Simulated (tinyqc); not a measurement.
Worked calculation: extended Hueckel theory, for LiH. Computed by tinyqc, a small Python program that keeps every step (integrals from PySCF). Settings: charge = 0, K = 1.5, weighted = 1, multiplicity = 1. Command: `OMP_NUM_THREADS=1 python tinyqc.py 30366 30367 out.jsonl` (the two numbers bound the seeds that draw the settings). One thread of a shared host (Intel(R) Xeon(R) Processor @ 2.60GHz), about 0.01 s of CPU time with the checks.

## Overlaps

Geometry (angstrom):

| atom | x | y | z |
|---|---|---|---|
| Li | 0.0000 | 0.0000 | 0.0000 |
| H | 0.0000 | 0.0000 | 1.5470 |

Parameters chosen for this run:

| element | shell | Slater exponent | H_ii (eV) |
|---|---|---|---|
| H | 1s | 1.3000 | -13.6000 |
| Li | 2s | 0.6500 | -5.4000 |
| Li | 2p | 0.6500 | -3.5000 |

Slater orbitals, each expanded in six Gaussians scaled to its exponent.

overlap S:
```
         1Li 2s  1Li 2px  1Li 2py  1Li 2pz   2H 1s
1Li 2s   1.0000   0.0000   0.0000   0.0000  0.3686
1Li 2px  0.0000   1.0000   0.0000   0.0000  0.0000
1Li 2py  0.0000   0.0000   1.0000   0.0000  0.0000
1Li 2pz  0.0000   0.0000   0.0000   1.0000  0.4857
2H 1s    0.3686   0.0000   0.0000   0.4857  1.0000
```

## Wolfsberg-Helmholz matrix

diagonal H_ii (eV): 1Li 2s -5.4000, 1Li 2px -3.5000, 1Li 2py -3.5000, 1Li 2pz -3.5000, 2H 1s -13.6000

K = 1.5000

H_ij = K' S_ij (H_ii + H_jj)/2 for i != j (the diagonal keeps H_ii), with K' = K + D^2 + D^4 (1 - K), D = (H_ii - H_jj)/(H_ii + H_jj), K = 1.5.

H (eV):
```
          1Li 2s  1Li 2px  1Li 2py  1Li 2pz     2H 1s
1Li 2s   -5.4000   0.0000   0.0000   0.0000   -5.8443
1Li 2px   0.0000  -3.5000   0.0000   0.0000    0.0000
1Li 2py   0.0000   0.0000  -3.5000   0.0000    0.0000
1Li 2pz   0.0000   0.0000   0.0000  -3.5000   -7.4252
2H 1s    -5.8443   0.0000   0.0000  -7.4252  -13.6000
```

## Orbitals

valence electrons = 2

Solve H C = S C e through S^(-1/2); fill by pairs from the bottom, a degenerate level sharing its electrons equally; each orbital has its largest coefficient positive (the first on a tie).

orbital energies (eV): -13.7296  -4.8174  -3.5000  -3.5000  3.8563

occupations: 2.0000  0.0000  0.0000  0.0000  0.0000

coefficients:
```
            MO1      MO2      MO3     MO4      MO5
1Li 2s   0.0875   0.8780   0.0000  0.0000   0.6617
1Li 2px  0.0000   0.0000   0.9906  0.1370   0.0000
1Li 2py  0.0000   0.0000  -0.1370  0.9906   0.0000
1Li 2pz  0.0688  -0.4853   0.0000  0.0000   1.0655
2H 1s    0.9303  -0.1257   0.0000  0.0000  -0.8430
```

sum of one-electron energies = -27.4593 eV

Within a degenerate level the vectors are fixed only up to a rotation; this is one choice.

## Mulliken analysis

P = C n C^T; charge = valence electrons (H 1, Li 1) minus the sum of (P S)_ii on the atom; overlap population = 2 sum P_ij S_ij between two atoms.

charges: 1Li 0.8530, 2H -0.8530

Overlap populations:

| pair | value |
|---|---|
| 2-1 | 0.244368 |
